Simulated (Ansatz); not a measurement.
in.yaml

```yaml
crystal:
  periodic: [false, false, false]
  atoms:
    - {symbol: Si, position_ang: [0.000000, 0.000000, 0.491574]}
    - {symbol: C, position_ang: [0.000000, 0.000000, -1.176602]}
    - {symbol: H, position_ang: [0.000000, 1.247023, 1.286284]}
    - {symbol: H, position_ang: [0.000000, -1.247023, 1.286284]}
    - {symbol: H, position_ang: [0.000000, 0.000000, -2.249409]}
basis:
  gaussian: {orbitals: "6-31G*"}
magnetization: {spin_polarized: false, initial_magnetization: 1}
hamiltonian: {xc: hf}
scf: {lower_state_search: off}
output: {forces: true, orbitals: {seedname: orbitals}}
```

```sh
$ ansatz run in.yaml --threads 1 --pin off --events-out ev --progress --plain --max-ram 2393MiB
```

Output:

```
these checks for a lower state are left out or cut short: stability, starts, cluster_reference, orbital_swaps, neighbouring_geometries, increment
406 factors; integrals over basis functions are off by at most 1.2e-3 eV
mean field evaluation 1: about -8934.3613 eV, gradient 1.9e1 eV
mean field evaluation 2: about -8934.3858 eV, gradient 1.9e1 eV
mean field evaluation 4: about -8935.9511 eV, gradient 2.7e0 eV
mean field evaluation 8: about -8935.9871 eV, gradient 1.6e-1 eV
mean field -8935.98746046 eV, -328.3914821422 hartree, gradient 1.5e-6 eV, S^2 0.750000; 0 other end points of the search recorded, 0 dependent functions left out
the calculation of the forces begins
reference -8935.98746046 eV, -328.3914821422 hartree; 12, 11 occupied and 28, 29 virtual orbitals, 406 factors
Total energy: -8935.98746046 eV, -328.3914821422 hartree
Atom 0 at     0.000000     0.000000     0.491574 Å, force    -0.000000     0.000000    -0.308229 eV/Å
Atom 1 at     0.000000     0.000000    -1.176602 Å, force     0.000000    -0.000000     0.077300 eV/Å
Atom 2 at     0.000000     1.247023     1.286284 Å, force     0.000000    -0.253029    -0.104426 eV/Å
Atom 3 at     0.000000    -1.247023     1.286284 Å, force    -0.000000     0.253029    -0.104426 eV/Å
Atom 4 at     0.000000     0.000000    -2.249409 Å, force    -0.000000     0.000000     0.439781 eV/Å
Dipole moment:    -0.000000    -0.000000     0.140361 e Å
Checks for a lower state left out: stability, starts, cluster_reference, orbital_swaps, neighbouring_geometries, increment
```

Forces (eV/Å):
```
Si   0.000  0.000 -0.308
C    0.000  0.000  0.077
H    0.000 -0.253 -0.104
H    0.000  0.253 -0.104
H    0.000  0.000  0.440
```

Ran on 1 thread of AMD EPYC 9R45, shared host: 0.18 s wall, 0.17 GiB peak host memory.
